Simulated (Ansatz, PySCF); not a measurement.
Breaking a bond: Li2, singlet.

- UHF/3-21G = unrestricted Hartree-Fock/3-21G in PySCF 2.14.0
- RMP2 = MP2 on RHF/def2-TZVP, frozen core (Ansatz, a quantum-chemistry and plane-wave program)
- RKS-B3LYP/6-31G* = restricted B3LYP/6-31G*, spherical d in PySCF

Total energies in hartree (comparable only within one method and basis):

```csv
R / Å,UHF/3-21G,RMP2,RKS-B3LYP/6-31G*
2.08,-14.74880,-14.86526,-14.99561
2.17,-14.75458,-14.87109,-15.00124
2.38,-14.76379,-14.88020,-15.00978
2.46,-14.76598,-14.88233,-15.01166
2.59,-14.76830,-14.88457,-15.01348
2.67,-14.76916,-14.88532,-15.01396
2.74,-14.76988,-14.88564,-15.01405
2.84,-14.77049,-14.88565,-15.01372
2.96,-14.77072,-14.88507,-15.01277
2.99,-14.77071,-14.88484,-15.01246
3.14,-14.77038,-14.88327,-15.01050
3.43,-14.76901,-14.87886,-15.00556
3.70,-14.76757,-14.87387,-15.00034
4.11,-14.76583,-14.86589,-14.99239
4.54,-14.76469,-14.85803,-14.98480
5.01,-14.76400,-14.85069,-14.97778
5.45,-14.76365,-14.84526,-14.97244
6.05,-14.76338,-14.84012,-14.96686
6.75,-14.76322,-14.83724,-14.96231
7.38,-14.76313,-14.83714,-14.95953
8.18,-14.76307,-14.83959,-14.95723
```

The unrestricted determinant behind UHF/3-21G is spin-contaminated at 2.08 to 8.18 Å (<S²> up to 1.0, against 0.00 for a pure singlet). The restricted form behind RMP2, RKS-B3LYP/6-31G* keeps the bonding electrons paired and can't separate into open-shell fragments. The T1 diagnostic of CCSD on the restricted reference of RMP2 exceeds 0.045 at 3.70 to 8.18 Å.
